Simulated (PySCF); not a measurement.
# HCl, singlet: reading a ladder of total energies

Geometry: MP2(full)/6-31G*, from the G2/97 set.

```xyz
2

Cl    0.0000    0.0000    0.0000
H     0.0000    0.0000    1.2800
```

Basis STO-3G; PySCF 2.14.0. Correlated methods freeze the noble-gas cores, which leaves 8 electrons in 5 orbitals. R marks a restricted (for open shells ROHF) determinant.

Full CI is exact within this basis and frozen core; it isn't the basis-set limit.

```json
{"level": "RHF", "total energy (hartree)": "-455.135128"}
{"level": "RMP2", "total energy (hartree)": "-455.148040"}
{"level": "RCCSD", "total energy (hartree)": "-455.154337"}
{"level": "RCCSD(T)", "total energy (hartree)": "-455.154337"}
{"level": "RCCSDT", "total energy (hartree)": "-455.154337"}
{"level": "RCCSDT(Q)", "total energy (hartree)": "-455.154337"}
{"level": "full CI", "total energy (hartree)": "-455.154337"}
```

Q: What is the correlation energy at full CI, and what share of it do RMP2 and RCCSD recover?

A: E(corr) = -455.154337 − (-455.135128) = -0.019209 hartree = -0.523 eV. RMP2: -0.012912 / -0.019209 = 67.22 %. RCCSD: -0.019209 / -0.019209 = 100.00 %.

Q: By how many kcal/mol does RCCSD(T) miss full CI (1 hartree = 627.509 kcal/mol), and which steps make up the rest?

A: -455.154337 − (-455.154337) = 0.000000 hartree = 0.00 kcal/mol. Steps: RCCSDT − RCCSD(T) = 0.00, RCCSDT(Q) − RCCSDT = 0.00, full CI − RCCSDT(Q) = 0.00 kcal/mol. That is within 1 kcal/mol of the reference in this basis, which itself misses far more of the correlation at the basis-set limit.
